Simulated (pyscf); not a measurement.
Hydrogen abstraction: HO–SiH₂• (SMILES O[SiH2]) + SiH₄ (SMILES [SiH4]) -> HO–SiH₃ (SMILES O[SiH3]) + SiH₃• (SMILES [SiH3])

Gas phase, doublet surface, charge 0. Bonds broken: Si2–H3. Bonds formed: Si1–H3. Structures and frequencies: ωB97X-D3(BJ)/def2-SVP in PySCF. Correlated levels are frozen-core, on RHF or UHF. ΔMP2 is the change of the MP2 total energy from the triple- to the quadruple-zeta basis.

Transition state (Å):

```xyz
10

Si     0.6332    -0.5313    -0.3320
Si    -0.6244     2.4675     0.3126
H      0.5276     1.1348     0.1445
H      1.4400    -0.8315    -1.5580
H      0.9846    -1.5174     0.7397
H      0.0236     3.7170     0.8185
H     -1.6750     2.0176     1.2700
H     -1.2092     2.7101    -1.0373
O     -1.0107    -0.5499    -0.6634
H     -1.4138    -1.3615    -0.9863
```

One imaginary mode, 1361i cm⁻¹; descent along it reached the two sides named.

```csv
bond,change,reactant side (Å),saddle,product side
Si2–H3,breaks,1.490,1.770,3.8
Si1–H3,forms,3.1,1.736,1.484
```

Electronic energies relative to the separated reactants (eV):

| level | barrier | reaction energy | reverse barrier |
|---|---|---|---|
| ωB97X-D3(BJ)/def2-TZVP | 0.38 | -0.01 | 0.39 |
| PBE/def2-TZVP | 0.24 | +0.02 | 0.22 |
| r²SCAN/def2-TZVP | 0.30 | -0.02 | 0.32 |
| B3LYP-D3(BJ)/def2-TZVP | 0.33 | 0.00 | 0.33 |
| PBE0-D3(BJ)/def2-TZVP | 0.27 | -0.02 | 0.29 |
| M06-2X/def2-TZVP | 0.42 | -0.06 | 0.48 |
| ωB97M-D3(BJ)/def2-TZVP | 0.42 | -0.03 | 0.45 |
| HF/def2-TZVP | 1.01 | -0.08 | 1.09 |
| MP2/def2-QZVPP | 0.55 | -0.06 | 0.61 |
| CCSD/def2-TZVPP | 0.57 | -0.07 | 0.64 |
| CCSD(T)/def2-TZVPP | 0.51 | -0.06 | 0.57 |
| CCSD(T)/def2-TZVPP + ΔMP2(QZVPP) | 0.49 | -0.05 | 0.54 |

With CCSD(T)/def2-TZVPP + ΔMP2(QZVPP) energies and thermal terms (ideal gas, 1 atm, RRHO with modes under 100 cm⁻¹ raised to 100, one conformer, R ln 2 for chiral ones without a mode under 150 cm⁻¹), in eV:

| T (K) | ΔH‡ | ΔG‡ | ΔH | ΔG |
|---|---|---|---|---|
| 298 | 0.41 | 0.77 | -0.06 | -0.08 |
| 600 | 0.46 | 1.11 | -0.05 | -0.10 |
| 900 | 0.50 | 1.43 | -0.05 | -0.12 |
| 1200 | 0.54 | 1.74 | -0.05 | -0.14 |

This is the saddle that the search found; another between the same sides may lie lower. The angle at the transferred H is 142°. The CCSD(T) − MP2 part came from Ansatz, without density fitting, on the same reference.
